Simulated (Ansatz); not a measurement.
**Cu (fcc): energy against volume**

The calculation used Ansatz 0.2.0, DFT, revPBE, plane waves (420 eV) with PAW, scalar-relativistic. The PAW files were generated under PBE, with cores re-solved for the functional.

The cell is scaled uniformly from the relaxed one, with fractional coordinates and shape fixed. Energies are extrapolated to zero smearing, pressures are those at the given smearing. Magnetic state: spin not included.

A Birch-Murnaghan fit gives V₀ = 12.26 Å³/atom, B₀ = 129 GPa, B₀′ = 5.1.

**Question.** What are the energy above the minimum and the pressure at 11.769 Å³/atom?

**Answer.** 8.7 meV/atom and 5.91 GPa as computed.

**Question.** What are the energy above the minimum and the pressure at 12.750 Å³/atom?

**Answer.** 7.1 meV/atom and -4.50 GPa as computed.

**Question.** What are the energy above the minimum and the pressure at 13.240 Å³/atom?

**Answer.** 26.7 meV/atom and -8.09 GPa as computed.
